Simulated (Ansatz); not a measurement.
Results of revPBE (Ansatz, an electronic-structure program, PAW) for fcc Cu.

Settings: plane-wave cutoff 520 eV, 26×26×26 k mesh, Fermi–Dirac smearing 0.05 eV, no spin polarisation, scalar-relativistic PAW data made under PBE.

Pressure at four volumes; x = ln(V/12.259 Å³). One pressure is withheld.

```json
[
 {"V (Å³/atom)": "11.523", "x": "-0.0619", "P (GPa)": "9.30"},
 {"V (Å³/atom)": "12.259", "x": "0.0000", "P (GPa)": "0.00"},
 {"V (Å³/atom)": "12.749", "x": "0.0392", "P (GPa)": "-4.56"},
 {"V (Å³/atom)": "12.994", "x": "0.0582", "P (GPa)": "?"}
]
```

Question: Pass a parabola P(x) through the three rows shown, estimate the bulk modulus and its pressure derivative near zero pressure, and predict the withheld pressure.

Answer: Slopes between the rows: (0.00 − (9.30))/(0.0000 − (-0.0619)) = -150.24 and (-4.56 − (0.00))/(0.0392 − (0.0000)) = -116.33 GPa. Their difference over the span 0.1011 is c = 33.91/0.1011 = 335.4 GPa, so P(x) = 9.30 + (-150.24)(x − (-0.0619)) + 335.4 (x − (-0.0619))(x − (0.0000)). At the middle row B = −dP/dx = −[-150.24 + 335.4 × 0.0619] = 129.5 GPa, and B′ = dB/dP = 2c/B = 5.2. At x = 0.0582 the parabola gives -6.40 GPa; the run gives -6.46 GPa. The Birch–Murnaghan fit to the energies at all volumes has B0 = 128 GPa and B′ = 5.1.

Measured, for comparison: bulk modulus 144 GPa (0 K value with the zero-point phonon effect removed, our sources range from 140 to 145; as tabulated in Mejia-Rodriguez and Trickey (2018), arXiv:1807.09216). Computed (rounded) less measured: bulk modulus -11 % (-9 % to -12 % over the range).
